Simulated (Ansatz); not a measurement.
# The cluster Ta₃−: reading failed and doubtful runs

Aim: try 2 inputs for the cluster Ta₃− as typed, read how each ends, and find what has to change.

Method: the settings change from run to run; program: Ansatz 0.2.0, Gaussian basis.

1 further run of the same task is left out (set aside as unsound or not needed). Runs told in other sessions of the task aren't counted.

## (1) The molecule

The structure was relaxed beforehand with PBE-D4 in a triple-zeta def2 set. Ta takes a core potential in def2 sets; no spin-orbit term is included.

3 atoms, charge -1, spin multiplicity 1.

Atoms are counted from 1 here; the program's logs count them from 0.

Bond lengths: Ta1–Ta2 2.344 Å, Ta1–Ta3 2.760 Å, Ta2–Ta3 2.344 Å. Angles: Ta2–Ta1–Ta3 53.9°, Ta1–Ta2–Ta3 72.1°, Ta1–Ta3–Ta2 53.9°.

## (2) Input 1

File in.yaml:

```yaml
crystal:
  periodic: [false, false, false]
  atoms:
    - {symbol: Ta, position_ang: [-0.435377, 0.829496, 0.043131]}
    - {symbol: Ta, position_ang: [-0.498406, -0.570710, 0.009469]}
    - {symbol: Ta, position_ang: [1.016851, -0.258786, -0.051248]}
basis:
  gaussian: {orbitals: def2-TZVPD}
total_charge: -1
hamiltonian: {xc: {name: LC-wPBE}}
scf: {lower_state_search: full}
output: {forces: true}
```

Started as:

```bash
$ ansatz run in.yaml --threads 4 --pin off --events-out ev --progress --plain --max-ram 3916MiB
```

Output (excerpt; [...] marks lines left out):

```text
Functional definition: LC-wPBE
  name "LC-wPBE"
  cite "Vydrov & Scuseria, J. Chem. Phys. 125, 234109 (2006) doi:10.1063/1.2409292"
  cite "Heyd & Scuseria, J. Chem. Phys. 120, 7274 (2004) doi:10.1063/1.1668634"
  cite "Ernzerhof & Perdew, J. Chem. Phys. 109, 3313 (1998) doi:10.1063/1.476928"
  cite "Perdew, Burke & Ernzerhof, Phys. Rev. Lett. 77, 3865 (1996) doi:10.1103/PhysRevLett.77.3865"
  parent pbe
[...]
1098 factors; their error is unknown
387 factors; integrals over basis functions are off by at most 3.1e-5 eV
[...]
mean field -4576.98718820 eV, -168.2011767732 hartree, gradient 1.2e-5 eV, S^2 0.000000; 9 other end points of the search recorded, 0 dependent functions left out
[...]
reference -4576.98718821 eV, -168.2011767732 hartree; 20, 20 occupied and 109, 109 virtual orbitals, 1098 factors
Total energy: -4576.98718821 eV, -168.2011767732 hartree
Atom 0 at    -0.435377     0.829496     0.043131 Å, force   -17.029601   211.993539     6.303940 eV/Å
Atom 1 at    -0.498406    -0.570710     0.009469 Å, force  -107.312544  -213.035348    -0.680957 eV/Å
Atom 2 at     1.016851    -0.258786    -0.051248 Å, force   124.342144     1.041809    -5.622982 eV/Å
Dipole moment:    -0.723435    -1.206939     0.001389 e Å
```

It took 5.5 s on 4 threads of Intel Xeon 6975P-C, shared host.

What is wrong: The run converged, but a converged run isn't a right one. The geometry is squeezed well below its size. The shortest distance is 1.40 Å (Ta1–Ta2), against 2.34 Å in the relaxed molecule. Its energy is no property of the relaxed molecule. Cure: use the relaxed coordinates.

## (3) Input 2

File in.yaml:

```yaml
crystal:
  periodic: [false, false, false]
  atoms:
    - {symbol: Ta, position_ang: [-0.538835, 1.370028, 0.021842]}
    - {symbol: Ta, position_ang: [-0.798951, -1.025986, -0.012787]}
    - {symbol: Ta, position_ang: [1.513320, -0.435199, -0.103544]}
basis:
  gaussian: {orbitals: def2-mTZVPP, nuclear_model: gaussian}
total_charge: -1
hamiltonian: {xc: {name: B3LYP5}}
scf: {lower_state_search: off}
relax: {f_tol: 0.001, max_steps: 2}
output: {forces: true}
```

Launched as before.

Output:

```text
Functional definition: B3LYP5
  name "B3LYP5"
  cite "Stephens, Devlin, Chabalowski & Frisch, J. Phys. Chem. 98, 11623 (1994) doi:10.1021/j100096a001"
  cite "Becke, Phys. Rev. A 38, 3098 (1988) doi:10.1103/PhysRevA.38.3098"
  cite "Lee, Yang & Parr, Phys. Rev. B 37, 785 (1988) doi:10.1103/PhysRevB.37.785"
  cite "Vosko, Wilk & Nusair, Can. J. Phys. 58, 1200 (1980) doi:10.1139/p80-159"
  parameter a0 = 0.2
  parameter ax = 0.72
  parameter ac = 0.81
  exchange = (1 - a0 - ax)*slater_x + ax*b88_x + a0*exact_x
  correlation = (1 - ac)*vwn5_c + ac*lyp_c
these checks for a lower state are left out or cut short: stability, starts, cluster_reference, orbital_swaps, neighbouring_geometries, increment
1401 factors; integrals over basis functions are off by at most 6.0e-5 eV
mean field evaluation 1: about -4637.9231 eV, gradient 5.1e1 eV
mean field evaluation 2: about -4520.9128 eV, gradient 1.5e2 eV
mean field evaluation 4: about -4636.2659 eV, gradient 5.8e1 eV
mean field evaluation 8: about -4644.6574 eV, gradient 4.9e-1 eV
mean field -4644.66019552 eV, -170.6881139214 hartree, gradient 2.6e-6 eV, S^2 0.000000; 0 other end points of the search recorded, 0 dependent functions left out
the calculation of the forces begins
reference -4644.66036941 eV, -170.6881203120 hartree; 20, 20 occupied and 88, 88 virtual orbitals, 1401 factors
relax step   1: F+E_penalty+E_count = -4644.66019552 eV  Δ(F+E_penalty+E_count) = +0.000e0 eV  max|allowed force component| = 7.103e-1 eV/Å  Δτ_max = 0.0000 Å  (54 SCF iters, accepted)
these checks for a lower state are left out or cut short: stability, starts, cluster_reference, orbital_swaps, neighbouring_geometries, increment
1401 factors; integrals over basis functions are off by at most 5.7e-5 eV
mean field evaluation 16: about -4643.3866 eV, gradient 2.8e2 eV
mean field -4644.63476658 eV, -170.6871794255 hartree, gradient 2.8e-6 eV, S^2 0.000000; 0 other end points of the search recorded, 0 dependent functions left out
the calculation of the forces begins
reference -4644.63493775 eV, -170.6871857156 hartree; 20, 20 occupied and 88, 88 virtual orbitals, 1401 factors
relax step   2: F+E_penalty+E_count = -4644.63476658 eV  Δ(F+E_penalty+E_count) = +2.543e-2 eV  max|allowed force component| = 6.332e-1 eV/Å  Δτ_max = 0.1200 Å  (48 SCF iters, rejected (line search))
Error: geometry relaxation did not converge after 2 steps: max|allowed force component| = 7.10e-1 eV/Å (threshold 1.0e-3). Raise `relax.max_steps` over both its present limit and 2, loosen `relax.f_tol`, or start from a geometry closer to equilibrium. Where this run's directory can be resumed (`checkpoint.write`), a resume goes on for up to `relax.max_steps` more
```

Run time: 2.6 s. Hardware: 4 threads of Intel Xeon 6975P-C, shared host.

What is wrong: It stopped unconverged. The relaxation is allowed too few steps for its threshold. The start was also shaken off the relaxed geometry, so there is far to go. Fix: raise relax.max_steps.

## (4) How the tries ended

| input | level | ended | cause | time |
| --- | --- | --- | --- | --- |
| 1 | LC-wPBE/def2-TZVPD | converged | the geometry is squeezed well below its size | 5.5 s |
| 2 | B3LYP5/def2-mTZVPP | not converged | the relaxation is allowed too few steps for its threshold | 2.6 s |

**Reading.** 1 converged, 1 not converged. The dangerous case is the input that converges on a wrong geometry, charge, spin, basis or grid: often only a look at the input shows it.
